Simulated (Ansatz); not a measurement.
The same path of C3H6S (10 atoms, charge 0, multiplicity 1) was run twice with different band settings. Lost on the way: C3–H9. Made: S4–H9.

Theory: Ansatz, RKS PBE-D4/def2-SVP.

Relaxed end points:

```xyz
10
Properties=species:S:1:pos:R:3
C -1.356 0.859 -0.525
C -0.212 0.577 0.122
C 0.754 -0.498 -0.271
S 0.860 -1.874 0.963
H -1.665 0.297 -1.423
H -2.029 1.660 -0.182
H 0.057 1.161 1.021
H 0.439 -0.994 -1.212
H 1.775 -0.097 -0.434
H 1.460 -1.143 1.944
```

```xyz
10
Properties=species:S:1:pos:R:3
C -1.489 1.141 -0.677
C -0.694 0.455 0.187
C 0.307 -0.522 -0.166
S 1.371 -0.996 1.044
H -1.388 1.029 -1.769
H -2.278 1.811 -0.308
H -0.846 0.619 1.272
H 0.568 -0.718 -1.217
H 1.768 -2.283 0.729
H 2.764 -0.587 0.907
```

Common settings: movable images 7; climbing image yes; spring 5.0 eV/Å²; optimiser quadratic models (default); start path through a guess of the saddle point; iteration limit 60; end points relaxed.

| run | force threshold |
| --- | --- |
| 1 | 0.05 eV/Å |
| 2 | 0.5 eV/Å |

Task: What does each run give, and how far can it be trusted?

Result: Run 1: converged after 24 iterations, highest image 3.329 eV above the first end. Neighbouring images differ by up to 3.0 eV, so the band resolves the path poorly. A vibrational analysis at the climbing image gives one clearly imaginary mode, 1004i cm⁻¹: a first-order saddle point.
Run 2: converged after 11 iterations, highest image 3.587 eV above the first end. The threshold of 0.5 eV/Å is loose, so the images may lie well off the minimum-energy path. Neighbouring images differ by up to 1.8 eV, so the band resolves the path poorly. The order of the stationary point at the top wasn't checked.
The orbitals stay closed-shell, which can raise the energy where a bond breaks towards radicals; this wasn't checked here.
